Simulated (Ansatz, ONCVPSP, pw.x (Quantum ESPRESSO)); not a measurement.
# platinum: does the ONCV potential hold in the solid?

```
Element                 : Pt
Generator               : ONCVPSP 4.0.1.1 (patched build)
Type                    : optimised norm-conserving Vanderbilt (ONCV)
Functional              : PBE
Relativity              : scalar-relativistic
Frozen core             : [Kr] 4d10 4f14
Valence charge          : 18
Reference configuration : 5s2 5p6 5d9 6s1
Partial waves           : 5s+6s: rc 1.80 bohr, ncon 4, nbas 8, qcut 7.7 1/bohr, 2 projectors; 5p: rc 1.70 bohr, ncon 4, nbas 8, qcut 9.6 1/bohr, local; 5d: rc 2.45 bohr, ncon 4, nbas 9, qcut 5.6 1/bohr, 1 projector
Local potential         : the p channel
Core correction         : none
```

Atomic tests: cutoffs needed: 24 Ha and 31 Ha (the cutoffs (Ha) at which the residual kinetic energy of the hardest occupied pseudo-wave falls to 1 and 0.1 mHa per electron); ghost test: no bound ghost flagged; no localised positive-energy state flagged; largest excitation error: -21 meV (all-electron minus pseudo) for 5s2 5p6 5d8 6s0, out of 4 test configurations.

Crystal test: fcc Pt in pw.x 7.5, no spin, 14³ k-points, Fermi–Dirac smearing 0.01 Ry, cutoffs 75/300 Ry. The reference is all-electron LAPW (Ansatz 0.2.0) with the same functional, mesh and smearing; V0 and B0 come from Birch–Murnaghan fits to the pressures at five volumes. Errors are pseudo minus all-electron; Δ is the rms difference of the E(V) curves that follow from these fits, minima aligned, over ±6 % about the mean V0. Mesh and smearing are coarse, so the numbers serve the comparison and aren't converged zero-temperature values; the lattice is a test structure that the element need not adopt.

```
V (Å³/atom)  P all-electron (GPa)  P pseudo (GPa)
     14.858                 15.18            4.61
     15.249                  7.27           -2.57
     15.640                  0.53           -8.66
     16.031                 -5.20          -13.80
     16.422                -10.06          -18.13
```

All-electron: a0 = 3.973 Å (V0 = 15.67 Å³/atom), B0 = 245.3 GPa.

Pseudopotential: mean pressure error (GPa): -9.26; a0 (Å): 3.924; a0 error (%): -1.23; B0 error (%): +10.8; Δ (meV/atom): 32.3. This is a poor potential for the solid.

At the middle volume, how do free energy and pressure move when the wave cutoff is lowered (ecutrho kept at four times it)?

```json
{"cutoff (Ry)": "34", "shift of F (meV/atom)": "+733.4", "shift of P (GPa)": "-9.70"}
{"cutoff (Ry)": "45", "shift of F (meV/atom)": "+275.6", "shift of P (GPa)": "-9.50"}
{"cutoff (Ry)": "60", "shift of F (meV/atom)": "+27.4", "shift of P (GPa)": "-1.94"}
```

The run at the middle volume (104 k-points, 8 iterations) took about 42 s on one core of a shared host (Neoverse-N1, 64 threads, 124 GiB, load 48).
